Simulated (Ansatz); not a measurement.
System: chalcopyrite ZnGeP₂. Method: HSE06 in Ansatz (plane waves, PAW).

Settings: plane-wave cutoff 500 eV, 6×6×6 k mesh, gaussian smearing 0.02 eV, scalar-relativistic PAW data made under PBE.

Cell (relaxed with PBEsol):

Space group I-42d (No. 122); a = b = 5.4245 Å, c = 10.7085 Å, α = β = γ = 90.00°

| atom | site | symmetry | x | y | z |
|---|---|---|---|---|---|
| Zn | 4a | -4.. | 0.0000 | 0.0000 | 0.0000 |
| Ge | 4b | -4.. | 0.0000 | 0.0000 | 0.5000 |
| P | 8d | .2. | 0.2516 | 0.2500 | 0.1250 |
(The calculation used a cell of 8 atoms; values per cell refer to that cell.)

Estimate the band gap that the calculation returns.


- band gap = 1.92 eV (on the SCF k mesh)

Measured, for comparison: band gap 2.05 eV (temperature not stated, not corrected to a static lattice, pseudodirect, our sources range from 1.80 to 2.20; as tabulated in Rashkeev et al. (1999), arXiv:cond-mat/9809378).

Note: cell and atoms aren't relaxed at this level (pressure 1.6 GPa).

Spin–orbit coupling is not included.

Static lattice: no zero-point or thermal effects.

Computing time: roughly 10 core-minutes.

Ansatz is a first-principles code.
